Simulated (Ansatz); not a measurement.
# revPBE/cc-pVTZ run of NaLi (lithium sodium)

Aim: the vertical ionisation energy of NaLi (lithium sodium) at revPBE/cc-pVTZ, from 2 runs. 

The results are computed with Ansatz 0.2.0.

28 further runs of the same task are left out: 28 set aside as unsound or not needed.

### 1 Starting point

NaLi: 2 atoms, total charge 0, spin state singlet. SMILES: `[Li][Na]`. Geometry: the measured bond length.

Bond lengths: Li1–Na2 2.810 Å.

### 2 A single-point energy at revPBE/cc-pVTZ

run.yaml reads:

```yaml
crystal:
  periodic: [false, false, false]
  atoms:
    - {symbol: Li, position_ang: [0.000000, 0.000000, 0.000000]}
    - {symbol: Na, position_ang: [0.000000, 0.000000, 2.810000]}
basis:
  gaussian:
    orbitals: cc-pVTZ
hamiltonian:
  xc: {name: revPBE}
accuracy: high
output: {orbitals: {seedname: orbitals}}
```

Started as:

```
$ ansatz run run.yaml --threads 1 --pin off --max-ram 3480MiB --events-out events.jsonl --progress --plain --runs-dir runs
```

Standard output:

```text
Warning: RAYON_NUM_THREADS=1 ignored (pool sized by the plan → 1); use --threads N
Functional definition: revPBE
  name "revPBE"
  parameter kappa = 1.245
  parameter beta = 0.06672455060314922
  exchange = pbe_x(kappa = kappa, mu = beta*pi^2/3)
  correlation = pbe_c(beta = beta)
841 factors; integrals over basis functions are off by at most 3.0e-9 eV
mean field evaluation 1: about -4619.0838 eV, gradient 4.5e0 eV
mean field evaluation 2: about -4619.1672 eV, gradient 3.1e0 eV
mean field evaluation 4: about -4619.2966 eV, gradient 2.6e-1 eV
mean field evaluation 8: about -4619.2967 eV, gradient 2.6e-3 eV
mean field evaluation 16: about -4619.2967 eV, gradient 1.0e-6 eV
mean field -4619.29672862 eV, -169.7560237049 hartree, gradient 1.1e-8 eV, S^2 0.000000; 0 other end points of the search recorded, 0 dependent functions left out
reference -4619.29673211 eV, -169.7560238333 hartree; 7, 7 occupied and 57, 57 virtual orbitals, 841 factors
Total energy: -4619.29673211 eV, -169.7560238333 hartree
```

Wall time 3.3 s (1 thread of Arm Neoverse V1, shared host); peak memory 0.13 GiB.

### 3 The doublet cation

in.yaml reads:

```yaml
crystal:
  periodic: [false, false, false]
  atoms:
    - {symbol: Li, position_ang: [0.000000, 0.000000, 0.000000]}
    - {symbol: Na, position_ang: [0.000000, 0.000000, 2.810000]}
basis:
  gaussian:
    orbitals: cc-pVTZ
total_charge: 1
magnetization:
  spin_polarized: true
  initial_magnetization: 1
hamiltonian:
  xc: {name: revPBE}
accuracy: high
output: {orbitals: {seedname: orbitals}}
```

Started as:

```
$ ansatz run in.yaml --threads 1 --pin off --max-ram 3480MiB --events-out events.jsonl --progress --plain --runs-dir runs
```

Standard output, shortened:

```text
Warning: RAYON_NUM_THREADS=1 ignored (pool sized by the plan → 1); use --threads N
[... 6 set-up lines as earlier in the session ...]
841 factors; integrals over basis functions are off by at most 3.0e-9 eV
mean field evaluation 1: about -4614.0713 eV, gradient 1.8e0 eV
mean field evaluation 2: about -4614.0882 eV, gradient 4.1e-1 eV
mean field evaluation 4: about -4614.0875 eV, gradient 4.1e-1 eV
mean field evaluation 8: about -4614.0883 eV, gradient 9.1e-4 eV
mean field evaluation 16: about -4614.0883 eV, gradient 5.0e-8 eV
mean field -4614.08831576 eV, -169.5646180628 hartree, gradient 5.0e-8 eV, S^2 0.750006; 0 other end points of the search recorded, 0 dependent functions left out
reference -4614.08832485 eV, -169.5646183968 hartree; 7, 6 occupied and 57, 58 virtual orbitals, 841 factors
Total energy: -4614.08832485 eV, -169.5646183968 hartree
```

Run time: 4.8 s. Hardware: 1 thread of Arm Neoverse V1, shared host; peak memory 0.19 GiB.

### 4 What came out

At revPBE/cc-pVTZ:

| quantity | value |
| --- | --- |
| singlet NaLi: total energy | -169.75602 Eh |
| singlet NaLi: HOMO energy | -3.17 eV |
| singlet NaLi: LUMO energy | -1.76 eV |
| singlet NaLi: HOMO–LUMO gap | 1.41 eV |
| doublet cation: total energy | -169.56462 Eh |
| doublet cation: HOMO energy (highest over α and β) | -8.56 eV |
| doublet cation: LUMO energy (lowest over α and β) | -6.96 eV |
| doublet cation: ⟨S²⟩ | 0.750 |
| vertical ionisation energy (to the doublet cation) | 5.208 eV |

Removing an electron at fixed nuclei costs 5.21 eV (503 kJ/mol). −ε(HOMO) before ionisation, 3.17 eV, is 2.04 eV below this ionisation energy.
